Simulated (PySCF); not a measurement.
Gas-phase reaction: AlH₃ + C₅H₈ (cyclic) ⇌ Al(CH₃)₃ + C₂H₂ (acetylene)

Method: PySCF energies plus ideal-gas RRHO corrections (1 bar). † marks an energy on the PBE0/def2-TZVP geometry and frequencies; other levels use their own. MP2 and CCSD(T) freeze the core. 6-31G* has spherical d functions here. All species are closed-shell singlets. B3LYP is the form with VWN-RPA correlation. Methyl groups turn as free rotors in Al(CH₃)₃. AlH₃: computed as isolated molecules; such fragments, hydroxides, amides, oligomers or adducts are transient or little studied in the gas. MP2 isn't extrapolated to the basis-set limit; its ΔH°(298 K) is 42.3 kJ in def2-SVP and 4.6 kJ in def2-TZVPP. CCSD(T) isn't extrapolated to the basis-set limit. The harmonic model lacks anharmonicity and excited electronic states, which grow with temperature; levels with a mode under 35 cm⁻¹ are left out.

```json
[
 {"level": "B3LYP/6-31G*", "ΔE electronic, kJ": "46", "ΔH°(298 K), kJ": "46", "ΔS°(298 K), J/K": "51", "ΔG°(1600 K), kJ": "-50"},
 {"level": "CCSD(T)/def2-SVP†", "ΔE electronic, kJ": "53", "ΔH°(298 K), kJ": "52", "ΔS°(298 K), J/K": "51", "ΔG°(1600 K), kJ": "-46"},
 {"level": "HF/6-31G*", "ΔE electronic, kJ": "56", "ΔH°(298 K), kJ": "54", "ΔS°(298 K), J/K": "48", "ΔG°(1600 K), kJ": "-38"},
 {"level": "HF/def2-TZVP†", "ΔE electronic, kJ": "25", "ΔH°(298 K), kJ": "23", "ΔS°(298 K), J/K": "51", "ΔG°(1600 K), kJ": "-74"},
 {"level": "M06-2X/def2-TZVP†", "ΔE electronic, kJ": "-13", "ΔH°(298 K), kJ": "-14", "ΔS°(298 K), J/K": "51", "ΔG°(1600 K), kJ": "-112"},
 {"level": "MP2/def2-SVP†", "ΔE electronic, kJ": "43", "ΔH°(298 K), kJ": "42", "ΔS°(298 K), J/K": "51", "ΔG°(1600 K), kJ": "-56"},
 {"level": "PBE/def2-SVP", "ΔE electronic, kJ": "51", "ΔH°(298 K), kJ": "52", "ΔS°(298 K), J/K": "52", "ΔG°(1600 K), kJ": "-45"},
 {"level": "PBE/def2-TZVP†", "ΔE electronic, kJ": "17", "ΔH°(298 K), kJ": "16", "ΔS°(298 K), J/K": "51", "ΔG°(1600 K), kJ": "-82"},
 {"level": "PBE0/def2-SVP†", "ΔE electronic, kJ": "62", "ΔH°(298 K), kJ": "61", "ΔS°(298 K), J/K": "51", "ΔG°(1600 K), kJ": "-37"},
 {"level": "r2SCAN/def2-TZVP†", "ΔE electronic, kJ": "10", "ΔH°(298 K), kJ": "9", "ΔS°(298 K), J/K": "51", "ΔG°(1600 K), kJ": "-89"},
 {"level": "LDA/def2-TZVP†", "ΔE electronic, kJ": "59", "ΔH°(298 K), kJ": "58", "ΔS°(298 K), J/K": "51", "ΔG°(1600 K), kJ": "-40"}
]
```
ΔH° is lowest at M06-2X/def2-TZVP† and highest at PBE0/def2-SVP†. No reference value is set beside these.
